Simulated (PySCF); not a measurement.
## Mayer bond orders and bond lengths

Compound: F₂H₂P₂.
Atom-mapped SMILES: `[F:1][P:2]([F:3])[PH2:4]` (hydrogens: H5, H6 on P4)

Geometry (PBE0-D3(BJ)/def2-SVP, Å), atoms numbered from 1 in this order:
```
atom  x, y, z in Å
F1    -1.350   -1.094   -1.024
P2    -0.897    0.352   -0.466
F3    -1.779    0.388    0.885
P4     0.996   -0.352    0.501
H5     1.373    0.994    0.812
H6     1.681   -0.318   -0.755
```

Bond orders from the PBE0/pcSseg-1 density (PySCF). Geometry: PBE0-D3(BJ)/def2-SVP, one conformer, isolated molecule.

(1) Where do the orders between heavy atoms depart from those drawn in the SMILES?

(2) Give the Mayer order of every bond, beside its length.

(3) Sum the orders of all bonds at each heavy atom with more than one neighbour and set the sums beside the valence in the SMILES.

Results:

(1) The largest departure is 0.109, at F1–P2 (drawn single, 0.891) and P2–F3 (drawn single, 0.892).

(2) 
| bond | drawn as | length (Å) | Mayer order |
| --- | --- | --- | --- |
| F1–P2 | single | 1.614 | 0.891 |
| P2–F3 | single | 1.614 | 0.892 |
| P2–P4 | single | 2.239 | 1.000 |
| P4–H5 | single | 1.432 | 0.924 |
| P4–H6 | single | 1.432 | 0.924 |

(3) P2 2.783 (drawn 3), P4 2.848 (drawn 3). Orders between atoms that aren't bonded are not in these sums.

Mayer orders depend on the basis set.

These values come from a run that also computed NMR shieldings. Hardware: one thread of an AMD EPYC 9R45, shared host with 96 logical CPUs at a one-minute load of 33. Cost: 2.2 s of wall time, 0.51 GiB resident at most.
